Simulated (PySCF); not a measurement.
## Electron affinity of Si by level of theory

Si⁻ [Ne] 3s2 3p3 (4S) → Si [Ne] 3s2 3p2 (3P), as a difference of total energies. All numbers are calculated (PySCF 2.14, the spin-free X2C one-electron Hamiltonian (Gaussian nucleus), in aug-cc-pCVTZ-DK (8s7p5d3f, 75 functions)). Correlated levels: nothing frozen. The calculations carry no spin-orbit coupling.

```csv
method,electron affinity (eV)
UHF,0.845
MP2 (all electrons),1.375
SCS-MP2 (all electrons),1.196
CCSD (all electrons),1.314
CCSD(T) (all electrons),1.372
```

**Question.** How much does correlation contribute at CCSD(T) (all electrons)?

**Answer.** 1.372 − (0.845) = 0.527 eV, measured against UHF.

A first-order spin-orbit estimate (lowest level to lowest level, LS coupling) adds -0.016 eV.

Errors of the correlated levels include the incompleteness of this basis.

For comparison: 1.390 eV (measured; photodetachment measurements, as compiled on the Wikipedia data page of electron affinities).
